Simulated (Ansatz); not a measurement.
HSiMg, quartet: the ladder up to full CI

Geometry: a point of a stretch scan, not a stationary point.

```
atom   x (Å)   y (Å)    z (Å)
  Si  0.0000  0.0000   0.2667
  Mg  0.0000  0.0000  -2.2125
   H  0.0000  0.0000   1.9457
```

Basis 6-31G; Ansatz 0.2.0. Only valence electrons are correlated (noble-gas cores frozen), which leaves 7 electrons in 18 orbitals. Prefix R: restricted or restricted open-shell reference; prefix U: unrestricted. Active spaces: pair = (5e, 5o) about the gap; valence = (7e, 9o) chosen from the atoms' valence shells. The metal's outer-core shells are frozen, which leaves out core–valence correlation.

Full CI is exact within this basis and frozen core; it isn't the basis-set limit. The frozen core follows each run's orbitals, which can shift R against U totals by a few meV.

For open shells CISD and CISDTQ are restricted-active-space CI with the open shells as a complete middle space.

```
UHF ⟨S²⟩                          : 3.776
T1 diagnostic (RCCSD)             : 0.0343
largest doubles amplitude (RCCSD) : 0.053
T1 diagnostic (UCCSD)             : 0.0291
```

```tsv
level	E − E(full CI) (kJ/mol)	share of correlation (%)	wall time
RHF	168.4	0.00	–
UHF	156.0	7.38	–
RMP2	57.0	66.17	–
UMP2	55.1	67.27	–
CISD	9.5	94.37	0.75 s
RCCSD	5.7	96.64	–
UCCSD	5.5	96.74	–
RCCSD(T)	1.8	98.92	0.9 s
UCCSD(T)	1.9	98.89	0.87 s
BCCD(T)	2.1	98.77	0.69 s
RCCSDT	0.2	99.91	–
UCCSDT	0.1	99.94	–
CISDTQ	0.1	99.92	6.5 s
RCCSDT(Q)	0.0	99.99	2.2 s
UCCSDT(Q)	-0.1	100.04	2.1 s
RCCSDTQ	0.0	100.00	13 s
UCCSDTQ	-0.1	100.03	13 s
CASSCF (pair space)	111.7	33.69	–
NEVPT2 (pair space)	41.7	75.22	0.63 s
CASSCF (valence space)	44.5	73.58	–
NEVPT2 (valence space)	13.8	91.83	2.5 s
MRCISD (valence space)	1.8	98.96	–
MRCISD+Q (valence space)	1.0	99.40	4.1 s
```

The correlation energy at full CI, counted from RHF, is -1.746 eV. That run took 3.2 s on 1 thread of Intel Xeon, shared host over 331,072 determinants.

Times hold each run's SCF and search for its determinant on a shared host, so for small cases they say little of a method's own cost; they ran on 1 thread of Intel Xeon. Some runs computed forces too.

The full-CI state has the irrep A2 of C2v, in the program's axes (one component, if the state is degenerate).

Natural occupations of full CI about the gap: 1.956 1.936 0.992 0.989 0.989 0.059 0.020 0.020 0.016 0.006; effectively unpaired electrons, Σ n²(2−n)², 3.04.
